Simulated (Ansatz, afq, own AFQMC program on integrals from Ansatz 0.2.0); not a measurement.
**P, quartet: AFQMC among the cluster methods**

A free P atom.

Basis cc-pVQZ. Only valence electrons are correlated. AFQMC by an in-house program on the Cholesky factors that Ansatz 0.2.0 writes for its CCSD(T) run. The CISD trial takes its coefficients from CCSD amplitudes. Released means that phaseless walkers are propagated on without the constraint, phases kept. Free projection: walkers drawn from exp(T), propagated without any constraint. Its projection time is finite, and what remains of the start isn't in its error. Error bars are statistical, one sigma.

Determinant: UHF, the one that the program's search chose, which needn't be the lowest solution.

Full CI on the same integrals is exact in this basis and with this determinant's frozen core.

The T1 diagnostic is 0.0051 and the weight of the determinant in the CISD state is 0.937. The ⟨S²⟩ of the determinant is 3.751 and the size of the correlated space is 5 electrons in 54 orbitals.

Reference: full CI, correlation energy -2.997 eV. The released energy is read at 2.40 1/Eh (meV from the phaseless value at times in 1/Eh: -1.5 ± 1.1 at 0.24, -3.6 ± 1.1 at 0.51, -3.5 ± 0.9 at 0.99, -3.4 ± 0.9 at 1.62, -4.4 ± 1.1 at 2.40).

| level | E − E(reference) (kcal/mol) | share of correlation (%) |
| --- | --- | --- |
| HF | 69.10 | 0.00 |
| MP2 | 13.34 | 80.70 |
| CCSD | 3.42 | 95.05 |
| CCSD(T) | 0.58 | 99.16 |
| CCSDT | 0.11 | 99.84 |
| CCSDT(Q) | 0.02 | 99.98 |
| ph-AFQMC/HF | 0.24 ± 0.31 | 99.65 |
| ph-AFQMC/CISD | 0.11 ± 0.04 | 99.83 |
| released AFQMC | 0.01 ± 0.03 | 99.98 |
| free AFQMC | 0.01 ± 0.02 | 99.98 |

CCSDT and higher add their correlation energy to the determinant of the CCSD(T) run, since their own runs factorise the integrals more tightly (a shift of under 2 meV). Free projections are given only where their last times agree within the noise and don't stop above the reference; a slow remainder of the start can still hide under it. A walk keeps the symmetry of its determinant, which the program's search chose and which needn't be the lowest solution, so a lower state of the same spin and another symmetry isn't excluded. Released energies are given only where the last usable release times agree within the noise; a slower fall can still hide under it.
